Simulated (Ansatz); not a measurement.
## CF$_{4}$, singlet: reading a ladder of total energies

Geometry: MP2(full)/6-31G*, from the G2/97 set.

```yaml
atoms:
  - { symbol: C, position_ang: [0.0000, 0.0000, 0.0000] }
  - { symbol: F, position_ang: [0.7674, 0.7674, 0.7674] }
  - { symbol: F, position_ang: [-0.7674, -0.7674, 0.7674] }
  - { symbol: F, position_ang: [-0.7674, 0.7674, -0.7674] }
  - { symbol: F, position_ang: [0.7674, -0.7674, -0.7674] }
```

Basis 6-31G; Ansatz 0.2.0. Only valence electrons are correlated (noble-gas cores frozen), which leaves 32 electrons in 40 orbitals. Prefix R: restricted or restricted open-shell reference.

Full CI isn't at hand for all of this; RCCSDT(Q) serves as the reference, and is uncertain by about the last step of the cluster series.

Runs differ by some tens of microhartree through their thresholds, so steps under 0.03 kcal/mol mean nothing.

```
    level  total energy (hartree)
      RHF             -435.486326
     RMP2             -436.056694
    RCCSD             -436.056681
 RCCSD(T)             -436.067468
   RCCSDT             -436.067943
RCCSDT(Q)             -436.069629
```

What is the correlation energy at RCCSDT(Q), and what share of it do RMP2 and RCCSDT recover?

E(corr) = -436.069629 − (-435.486326) = -0.583303 hartree = -15.872 eV. RMP2: -0.570368 / -0.583303 = 97.78 %. RCCSDT: -0.581617 / -0.583303 = 99.71 %.

By how many kcal/mol does RCCSD(T) miss RCCSDT(Q) (1 hartree = 627.509 kcal/mol), and which steps make up the rest?

-436.067468 − (-436.069629) = 0.002161 hartree = 1.36 kcal/mol. Steps: RCCSDT − RCCSD(T) = -0.30, RCCSDT(Q) − RCCSDT = -1.06 kcal/mol. Differences between like states or geometries often cancel part of this.
